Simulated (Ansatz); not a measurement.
Cost and result for the atomization energy of C3H2O3 (`O=c1occo1`) (8 atoms, 8 bonds).

```xyz
8

O    -2.344    0.335   -0.737
C    -1.226    0.175   -0.386
O    -0.691    0.589    0.795
C     0.626    0.205    0.806
C     0.892   -0.423   -0.328
O    -0.248   -0.454   -1.090
H     1.213    0.451    1.672
H     1.779   -0.879   -0.731
```

Charge 0, multiplicity 1. All single points use the PBE0-D4/def2-TZVP geometry. Program: Ansatz. All runs use 4 threads of an Arm Neoverse V2 on a shared host. Times are those of one run each, without the atoms' runs, and a repeat can differ threefold. Electronic energies, without spin–orbit coupling; frozen cores. CCSD(T)/CBS adds CCSD(T) − MP2 in def2-TZVPP to the MP2 limit, and its time is that of the two runs behind it. T1 = 0.016.

CCSD(T)/CBS is a level of theory with its own doubt, some kJ/mol a heavy atom from the limit and from the frozen cores, so smaller differences don't rank the functionals.

| level | functions | wall time | atomization (kcal/mol) | difference from CCSD(T)/CBS | per bond |
| --- | --- | --- | --- | --- | --- |
| LDA (SPW92)/def2-TZVPP | 214 | 0.7 s | 1111.2 | 199.4 | 24.9 |
| revPBE-D4/def2-TZVPP | 214 | 1.2 s | 931.8 | 20.0 | 2.5 |
| BLYP-D4/def2-TZVPP | 214 | 1.2 s | 926.8 | 15.0 | 1.9 |
| PBE0-D4/def2-TZVPP | 214 | 1.4 s | 927.2 | 15.4 | 1.9 |
| CAM-B3LYP-D4/def2-TZVPP | 214 | 1.8 s | 918.8 | 7.0 | 0.9 |
| r2SCANh-D4/def2-TZVPP | 214 | 2.8 s | 912.1 | 0.3 | 0.0 |
| CCSD(T)/def2-SVP | 94 | 3 s | 867.7 | -44.1 | -5.5 |
| B2PLYP/def2-TZVPP | 214 | 3.1 s | 906.1 | -5.7 | -0.7 |
| PBE-QIDH/def2-TZVPP | 214 | 3.1 s | 911.5 | -0.3 | 0.0 |
| ωB97M-V/def2-TZVPP (with forces) | 214 | 6 s | 919.3 | 7.5 | 0.9 |
| MP2/def2-QZVPP | 402 | 11 s | 942.1 | 30.3 | 3.8 |
| CCSD(T)/def2-TZVPP | 214 | 70 s | 884.1 | -27.7 | -3.5 |
| CCSD(T)/CBS(def2) | – | 81 s | 911.8 | 0.0 | 0.0 |

From BLYP to BHLYP (50 % exact exchange), in def2-TZVPP and without D4, the atomization energy moves by −64.4 kcal/mol: exact exchange takes away binding that semilocal exchange gives to molecules. At CCSD(T), def2-SVP lies −44.1 kcal/mol from the extrapolated value and def2-TZVPP −27.7 kcal/mol: correlation converges slowly with the basis, and small sets miss more of it in the bonded molecule than in its fragments. In def2-TZVPP, CCSD(T) changes the Hartree–Fock value by +284.1 kcal/mol (the triples alone add +24.5 kcal/mol) and MP2 by +325.8 kcal/mol; breaking electron pairs costs correlation energy, which Hartree–Fock lacks.
